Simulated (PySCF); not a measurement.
# SO₂: triplet, from a end-on start

Aim: relax SO₂ as a triplet from a end-on start, check by its vibrations whether the end is a minimum, and collect its spectrum and constants.

Program: PySCF 2.14.0. Level of theory: PBE0, basis S def2-TZVP, O def2-TZVP, no relativity, density fitting. These are calculated values, not measurements.

### Step 1. Where the work starts

3 atoms, charge 0, spin multiplicity 3.

Bond lengths: S1–O2 1.710 Å, O2–O3 1.445 Å. Angles: S1–O2–O3 119.9°.

```xyz
3
charge 0 multiplicity 3
S     0.0000    0.0000    0.0000
O     0.0000    0.0000    1.7098
O     1.2528    0.0000    2.4298
```

### Step 2. The SCF at the typed geometry

The steps below are one call of a driver around PySCF. For each, scf.py gives the equivalent set-up of the SCF; relaxations use the driver's own optimiser. After this first run the driver tries any further starts and a stability analysis.

The input, scf.py:

```python
from pyscf import gto, scf, dft
mol = gto.M(atom='''
S      0.000000     0.000000     0.000000
O      0.000000     0.000000     1.709800
O      1.252800     0.000000     2.429800''',
    basis={'S': 'def2-TZVP', 'O': 'def2-TZVP'},
    charge=0, spin=2)
mf = dft.UKS(mol, xc='PBE0')
mf.grids.atom_grid = (50, 194)
aux = {'S': 'def2-universal-JKFIT', 'O': 'def2-universal-JKFIT'}
mf = mf.density_fit(auxbasis=aux)
mf.conv_tol = 1e-08
mf.diis_space = 10
mf.max_cycle = 60
mf.init_guess = 'minao'
mf.verbose = 4
mf.kernel()
```

The run is started by

```bash
$ OMP_NUM_THREADS=2 python axn.py task.json out
```

The log of the run:

```text
init E= -548.261756234395
[... the frontier-level lines of each cycle are left out ...]
cycle= 1 E= -547.980023816769  delta_E= 0.282  |g|= 0.587  |ddm|= 1.21
cycle= 2 E= -544.760696430875  delta_E= 3.22  |g|= 2.13  |ddm|=    2
cycle= 3 E= -548.155151540573  delta_E= -3.39  |g|= 0.288  |ddm|= 1.83
cycle= 4 E= -548.148803191938  delta_E= 0.00635  |g|= 0.327  |ddm|= 0.288
cycle= 5 E= -548.189755699278  delta_E= -0.041  |g|= 0.0866  |ddm|= 0.208
cycle= 6 E= -548.192620208854  delta_E= -0.00286  |g|= 0.0631  |ddm|= 0.0505
cycle= 7 E= -548.195210144234  delta_E= -0.00259  |g|= 0.0331  |ddm|= 0.0835
cycle= 8 E= -548.195982193542  delta_E= -0.000772  |g|= 0.00803  |ddm|= 0.0507
cycle= 9 E= -548.196024758036  delta_E= -4.26e-05  |g|= 0.00351  |ddm|= 0.0102
cycle= 10 E= -548.196034442319  delta_E= -9.68e-06  |g|= 0.000565  |ddm|= 0.00488
cycle= 11 E= -548.196035280173  delta_E= -8.38e-07  |g|= 0.000351  |ddm|= 0.00179
cycle= 12 E= -548.196035439117  delta_E= -1.59e-07  |g|= 0.000122  |ddm|= 0.00065
cycle= 13 E= -548.196035476413  delta_E= -3.73e-08  |g|= 5.82e-05  |ddm|= 0.000391
cycle= 14 E= -548.196035485978  delta_E= -9.57e-09  |g|= 2.48e-05  |ddm|= 0.000239
Extra cycle  E= -548.196035487362  delta_E= -1.38e-09  |g|= 3.09e-05  |ddm|= 6.47e-05
converged SCF energy = -548.196035487362  <S^2> = 2.0108616  2S+1 = 3.0072323
```

This step, with its further starts and checks, took 9.3 s on 2 threads of AMD EPYC 7R43 (Zen 3), shared host.

Energies from each starting density:

| start | energy (Eh) |
| --- | --- |
| the minimal-basis guess | -548.196035 |
| a thermally smeared density | -548.201671 |
| a smeared PBE density | -548.196035 |

The first run landed in a state that is too high. Following the other starts and the instabilities gains 14.8 kJ/mol (-548.20167 Eh), and the work goes on from there.

### Step 3. End-on start, triplet: relaxation

The program finds Cs symmetry in the start, which this walk keeps. The walk stops when the largest gradient is under 0.0003 Eh/bohr and the energy has settled too.

scf.py, as its differences from that of step 2:

```diff
@@ -3,3 +3,3 @@
-S      0.000000     0.000000     0.000000
-O      0.000000     0.000000     1.709800
-O      1.252800     0.000000     2.429800''',
+S     -0.313287     0.000000    -1.035187
+O     -0.313287     0.000000     0.674613
+O      0.939513     0.000000     1.394613''',
@@ -15 +14,0 @@
-mf.init_guess = 'minao'
```

The optimiser's trace:

| step | energy (Eh) | change (kJ/mol) | largest symmetric gradient (Eh/bohr) |
| --- | --- | --- | --- |
| 0 | -548.201671 | 0.00 | 0.04284 |
| 1 | -548.212831 | -29.30 | 0.00709 |
| 2 | -548.212964 | -29.65 | 0.00502 |
| 3 | -548.213029 | -29.82 | 0.00097 |
| 4 | -548.213035 | -29.84 | 0.00044 |
| 5 | -548.213036 | -29.84 | 0.00001 |

The walk took 6.8 s.

End point (Cs, 5 steps, 29.8 kJ/mol gained): O–O 1.323 Å, S–O 1.687 Å; O–O–S 112.7°.

### Step 4. Is it a minimum? Harmonic modes

The point is checked on the finer grid, and tightened if its gradient asks for it. The Hessian and the dipole derivatives come from central differences of analytic gradients, with steps of 0.02 bohr.

scf.py, as its differences from that of step 3:

```diff
@@ -3,3 +3,3 @@
-S     -0.313287     0.000000    -1.035187
-O     -0.313287     0.000000     0.674613
-O      0.939513     0.000000     1.394613''',
+S     -0.266806     0.000000    -0.982704
+O     -0.333343     0.000000     0.703383
+O      0.866658     0.000000     1.260934''',
@@ -9 +9 @@
-mf.grids.atom_grid = (50, 194)
+mf.grids.atom_grid = (75, 302)
@@ -12 +12 @@
-mf.conv_tol = 1e-08
+mf.conv_tol = 1e-10
```

This SCF starts from the last density.

SCF at the final geometry:

```text
init E= -548.213034782
[... the frontier-level lines of each cycle are left out ...]
cycle= 1 E= -548.213034782001  delta_E= -1.14e-12  |g|= 1.88e-06  |ddm|= 1.43e-06
Extra cycle  E= -548.213034781995  delta_E= 6.48e-12  |g|= 4.11e-06  |ddm|= 2.68e-06
converged SCF energy = -548.213034781995  <S^2> = 2.0096086  2S+1 = 3.0063989
```

The whole step took 30 s.

Geometry: Cs; O–O 1.323 Å, S–O 1.687 Å; O–O–S 112.7°.

Modes, for the most abundant isotopes:

```csv
symmetry,ω (cm⁻¹),IR (km/mol),μ (u)
a',419,4.7,19.60
a',669,8.7,17.66
a',1044,9.2,16.24
```

All wavenumbers are real: a minimum.

Properties at this point:

| Quantity | Value |
| --- | --- |
| Dipole moment | 1.19 D |
| Highest occupied level | -7.84 eV |
| Lowest empty level | -5.12 eV |
| Rotational constants | 2.262, 0.2315, 0.21 cm⁻¹ |
| Zero-point energy | 12.8 kJ/mol |
| Principal polarisabilities | 13.0, 19.8, 38.1 bohr³ |
| Atomisation energy without zero-point energy | 531 kJ/mol |
| Principal traceless quadrupole moments about the centre of mass | -2.82, 0.59, 2.23 D Å |
| Entropy at 298.15 K and 1 bar (electronic part: spin only) | 268.3 J/(mol K) |
| Heat capacity Cp at 298.15 K | 44.3 J/(mol K) |
| Enthalpy at 298.15 K above 0 K | 11.09 kJ/mol |
| Rotational symmetry number | 1 |
| Spin squared ⟨S²⟩ | 2.010 |

Charges (e) and bond orders:

```csv
atom,Mulliken,Löwdin,polar tensor,spin (Mulliken),Mayer order to S1
S1,0.13,0.21,0.22,0.95,–
O2,-0.05,-0.14,-0.21,0.24,1.03
O3,-0.08,-0.07,0.00,0.82,0.11
```

Outer orbital energies (eV). α occupied: -19.93, -15.38, -15.07, -14.34, -10.79, -9.20, -8.45, -8.22; empty: -1.71, 2.25, 6.79, 7.11. β occupied: -33.48, -24.48, -18.70, -14.42, -13.89, -12.84, -8.66, -7.84; empty: -5.12, -3.12, -1.20, 2.88.

Mulliken populations on S1: s 5.97, p 9.78, d 0.11, f 0.02.

### Step 5. Results

| quantity | value |
| --- | --- |
| minimum | triplet, Cs |
| geometry | O–O 1.323 Å, S–O 1.687 Å; O–O–S 112.7° |
| wavenumbers (cm⁻¹) | 419 (a'), 669 (a'), 1044 (a') |
| dipole moment | 1.19 D |
| highest occupied, lowest empty level (either spin) | -7.84, -5.12 eV |
| polar-tensor charge of S1 | +0.22 e |
| zero-point energy | 12.8 kJ/mol |
| entropy at 298.15 K | 268.3 J/(mol K) |
| atomisation energy (no zero-point energy) | 531 kJ/mol |
| ⟨S²⟩ | 2.010 |

The end-on start keeps its Cs symmetry and ends in a minimum. In the infrared the band at 1044 cm⁻¹ (a') leads. The first SCF alone would have been 15 kJ/mol too high. Other starts or spin states, not run here, may lie lower.

The search up to here took 46 s.
